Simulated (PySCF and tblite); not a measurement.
Values are calculated unless marked as measured or tabulated.
**C3H6O, numbered as in [OH:1][CH:2]1[CH2:3][CH2:4]1: conformational analysis**

The ensemble was built from 60 distance-geometry starts (ETKDG and KDG, MMFF94s, GFN2-xTB) and rests on GFN2-xTB geometries. Weights use B3LYP-D3(BJ)/def2-SVP (IEF-PCM, chloroform) energies plus GFN2-xTB zero-point and thermal terms (modes under about 100 cm⁻¹ blended into free rotors). Symmetry numbers and mirror images are counted. Conformers within 3 kcal/mol (GFN2-xTB free energy) were kept, 10 at most. GIAO shieldings: KT2/pcSseg-1 (IEF-PCM, chloroform). Couplings: B3LYP/pcJ-1 (gas phase; spin-dipole term only for pairs with B, N, F, Si or P). Couplings are for ¹³C, ¹H, ¹⁷O. Shifts are against TMS (¹H), TMS (¹³C) at the same level; of two unlike H on one atom, a is the less shielded. Programs: PySCF with density fitting and tblite.

Torsions listed: H1–O1–C2–C3. Of a mirror pair one member is shown.

```json
{"conformer": "1", "shape": "-142°", "symmetry": "C1 (pair)", "E(GFN2) kcal/mol": "1.28", "E(DFT) kcal/mol": "0.00", "G(298.15 K) kcal/mol": "0.00", "weight %": "98.1", "dipole D": "1.72"}
{"conformer": "2", "shape": "-36°", "symmetry": "Cs", "E(GFN2) kcal/mol": "0.00", "E(DFT) kcal/mol": "1.66", "G(298.15 K) kcal/mol": "2.33", "weight %": "1.9", "dipole D": "1.66"}
```

Weights (%) against temperature:

```
 T (K)     1    2  S(mix) cal/mol/K
   220  99.3  0.7              1.45
   260  98.8  1.2              1.49
298.15  98.1  1.9              1.54
   340  97.3  2.7              1.59
   380  96.4  3.6              1.64
```

Averaged shifts at 298.15 K. ¹H: 3.88 (H2, 1H), 0.49 (H3a/H4a, 2H), 0.47 (H3b/H4b, 2H) ppm. ¹³C: 51.3 (C2), 9.6 (C3/C4) ppm.

Averaged couplings (Hz): ¹J(O1,C2) 22.6, ²J(O1,C3) -2.9, ¹J(O1,H1) -71.9, ²J(O1,H2) -6.0, ³J(O1,H3b) -3.2, ³J(O1,H3a) -1.4, ¹J(C2,C3) 17.4, ²J(H1,C2) -2.8, ¹J(C2,H2) 187.0, ²J(C2,H3b) -3.8, ²J(C2,H3a) -0.1, ¹J(C3,C4) 15.0, ³J(H1,C3) 4.6, ²J(H2,C3) 2.4, ¹J(C3,H3b) 167.4, ¹J(C3,H3a) 165.2, ²J(C3,H4b) -2.0, ²J(C3,H4a) -2.5, ³J(H1,H2) -0.3, ⁴J(H1,H3b) -0.5, ³J(H2,H3b) 3.1, ³J(H2,H3a) 6.8, ²J(H3b,H3a) -6.8, ³J(H3b,H4b) 12.4, ³J(H3b,H4a) 7.6, ³J(H3a,H4a) 11.3.

Coordinates of conformer 1 (Å):

```xyz
10

O     1.310   -0.378   -1.074
C     0.573    0.315   -0.117
C    -0.896    0.460   -0.349
C    -0.398   -0.423    0.758
H     1.982   -0.913   -0.637
H     1.109    1.156    0.321
H    -1.298   -0.021   -1.227
H    -1.368    1.397   -0.098
H    -0.483   -1.490    0.620
H    -0.522   -0.098    1.780
```

Coordinates of conformer 2 (Å):

```xyz
10

O    -1.764   -0.357   -0.023
C    -0.543    0.033    0.513
C     0.742   -0.618    0.106
C     0.458    0.810   -0.286
H    -1.639   -0.587   -0.951
H    -0.689    0.290    1.554
H     0.710   -1.369   -0.671
H     1.489   -0.808    0.860
H     0.236    1.012   -1.324
H     1.009    1.599    0.200
```

H on N, O and S are left out: they exchange, and hydrogen bonds move them by several ppm. Shifts are unscaled: against experiment ¹³C can be off by 15 ppm or more and ¹H by 0.8 ppm.

Search and properties took 36 s on 1 thread of Arm Neoverse V1 (shared host) (rough), launched as `OMP_NUM_THREADS=1 python ens_run.py task.json out`.
